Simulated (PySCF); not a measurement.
## Vibration and rotation of HF⁺

PBE0 constants of HF⁺, ²Π (doublet), unpaired electrons π ↑ (H def2-TZVP, F def2-TZVP; no relativity (PySCF 2.14); masses 1.0078 and 18.9984 u):

| Quantity | Value |
| --- | --- |
| ωe | 3056.6 cm⁻¹ |
| ωexe | 95.0 cm⁻¹ |
| Be | 17.286 cm⁻¹ |
| αe | 0.881 cm⁻¹ |
| D (centrifugal) | 0.00221 cm⁻¹ |
| De to H⁺ + F | 3.62 eV |

**Question.** Give the vibrational terms G(v) and spacings up to v = 4.

**Answer.** G(v) = ωe(v+½) − ωexe(v+½)².

| v | G(v) (cm⁻¹) | G(v) − G(v−1) | Bv (cm⁻¹) |
| --- | --- | --- | --- |
| 0 | 1505 |  | 16.85 |
| 1 | 4371 | 2867 | 15.96 |
| 2 | 7048 | 2677 | 15.08 |
| 3 | 9534 | 2487 | 14.20 |
| 4 | 11831 | 2297 | 13.32 |

**Question.** How well does the Morse estimate ωe²/(4ωexe) reproduce De, and what is D0?

**Answer.** It gives 3.05 eV, 84 % of the computed De. D0 = De − G(0) = 3.62 − 0.19 = 3.43 eV.

For an ion De counts to the pair picked by the measured ionisation energies or electron affinities, which need not be the lowest pair at this level. The state is the lowest determinant that a PBE0 search found; another state may lie lower at other levels.
